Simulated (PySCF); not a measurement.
C₂H₅F.
Bonds: C1–C2, C2–F3. Hydrogens: H4, H5, H6 on C1; H7, H8 on C2.

A GFN2-xTB structure was refined with PBE0-D3(BJ)/def2-SVP geometry optimisation, gas phase in PySCF. Its GFN2-xTB values:

| coordinate | GFN2-xTB |
| --- | --- |
| C1–C2 | 1.490 Å |
| C1–H4 | 1.081 Å |
| C1–H6 | 1.070 Å |
| C2–F3 | 1.370 Å |
| C2–H7 | 1.099 Å |
| C1–C2–F3 | 110.4° |
| C1–C2–H7 | 112.6° |
| C2–C1–H4 | 109.7° |
| F3–C2–H7 | 106.0° |
| H4–C1–H5 | 107.2° |
| H7–C2–H8 | 109.1° |

**Question.** How do these coordinates change at the PBE0-D3(BJ)/def2-SVP level?

**Answer.** 
```csv
coordinate,PBE0-D3(BJ)/def2-SVP (Å or °),change
C1–H6,1.100,+0.030
C1–H4,1.100,+0.019
C1–C2,1.506,+0.016
C2–H7,1.104,+0.005
C2–F3,1.374,+0.004
F3–C2–H7,108.2,+2.2
C1–C2–H7,111.1,-1.5
H7–C2–H8,107.8,-1.3
H4–C1–H5,108.2,+1.0
C2–C1–H4,110.7,+1.0
C1–C2–F3,110.3,-0.1
```

The energy falls by 0.050 eV over 4 energy and gradient evaluations, the largest force component goes from 0.0259 to 3.2e-04 Eh/bohr, and the atoms move by 0.023 Å rms after alignment. The bond that changes most is C1–H6 (methyl carbon to methyl hydrogen), which lengthens by 0.030 Å. Bonds longer at the end by more than 0.005 Å: 5 of 7; shorter: 1. Rotational constants go from 37180, 9591, 8435 to 36539, 9449, 8298 MHz.

The run used 67 basis functions and 24 SCF cycles in all. On one thread, Arm Neoverse N1 (aarch64), no GPU (shared host), this took 7.2 s wall and 0.30 GiB of memory at its peak.

No PBE0-D3(BJ)/def2-SVP frequencies stand behind this structure, so it isn't proved a minimum.
